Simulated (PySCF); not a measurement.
Compound: C3H2Cl (doublet state).
SMILES with atom numbers: `[CH:1]#[C:2][CH:3][Cl:4]` (hydrogens: H5 on C1; H6 on C3)

Computed, not measured: UKS B3LYP, pcH-1 on C Cl H, non-relativistic, mean-field spin-orbit, GIAO in PySCF. Geometry: GFN2-xTB; no solvent, vibrations or thermal averaging. A GFN2-xTB geometry isn't a minimum of the functional, and hyperfine couplings can be far from their values at a DFT geometry.

Task: The isotropic 13C couplings are +74.0, -64.3, +42.7 MHz. Assign them to C1; C2; C3.

Result: 
```
site  a_iso (MHz)  ρ(0) (bohr⁻³)                 position  distance from C3 (Å)  spin population  largest |T| (MHz)
  C1        +42.7        +0.0380         a main spin site                  2.58            +0.52               74.0
  C2        -64.3        -0.0572           1 bond from C1                  1.36            -0.24               22.1
  C3        +74.0        +0.0655  largest spin population                  0.00            +0.70              124.3
```

Task: The isotropic 1H couplings are -53.8, -39.7 MHz. Assign them to H5; H6.

Result: 
| site | a_iso (MHz) | ρ(0) (bohr⁻³) | position | distance from C3 (Å) | bound to | spin population there | largest \|T\| (MHz) |
| --- | --- | --- | --- | --- | --- | --- | --- |
| H5 | -39.7 | -0.0089 | 1 bond from C1 | 3.62 | C1 | +0.52 | 20.4 |
| H6 | -53.8 | -0.0121 | 1 bond from C3 | 1.08 | C3 | +0.70 | 29.8 |

ρ(0) is the spin density at the nucleus and T the dipolar tensor; a_iso includes a spin–orbit part. The Mulliken spin populations are largest on C3 (+0.70), C1 (+0.52), C2 (-0.24) and Cl4 (+0.08). The positive populations add up to 1.30 and the negative ones to -0.30, together 2S = 1. The angles at C3 add up to 360.0°, so it is planar; its axial dipolar tensor and the negative coupling of its proton fit spin in a p orbital normal to that plane. Main spin sites, with 60 % or more of the largest population: C1, C3; positions count bonds from the nearest.

On an AMD EPYC with one thread, no GPU, on a shared host, this took 49 s (with the writing of density and orbital grids) and 0.42 GiB of memory at its peak.
